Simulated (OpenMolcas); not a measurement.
## Predicting a hybrid from its neighbours: CH4N2S (thiourea)

CH4N2S has 8 atoms, charge 0, and is taken as a singlet. As SMILES, `NC(N)=S`. The coordinates come from a PBE0-D4/def2-TZVP relaxation. This is one conformer, not always the lowest.

The HOMO–LUMO gap y, in eV, basis def2-SVPD; a is the functional's share of exact exchange. Programs: OpenMolcas 26.06.

```
functional     program     a  y (eV)
      BLYP  OpenMolcas     0    3.62
    r2SCAN  OpenMolcas     0    4.14
     B3LYP  OpenMolcas   0.2       ?
      PBE0  OpenMolcas  0.25    5.76
     BHLYP  OpenMolcas   0.5    7.78
```

Task: Fit y = c + s·a to the known rows and predict B3LYP.

Result: 
1. Means of the 4 rows: a = 0.1875, y = 5.325.
2. Σ(Δa)² = 0.17188, Σ(Δa·Δy) = 1.3363, so the slope is 1.3363/0.17188 = 7.7746.
3. Intercept: 5.325 − (7.7746) × 0.1875 = 3.867. The largest residual of the fit is 0.27.
4. B3LYP: 3.867 + (7.7746) × 0.2 = 5.42 eV.

The run gave 5.28 eV, so the prediction is off by +0.14 eV, within the scatter of the fit. Exact exchange lowers occupied levels and raises empty ones. The rows mix families of semi-local functionals, which the line can't see.
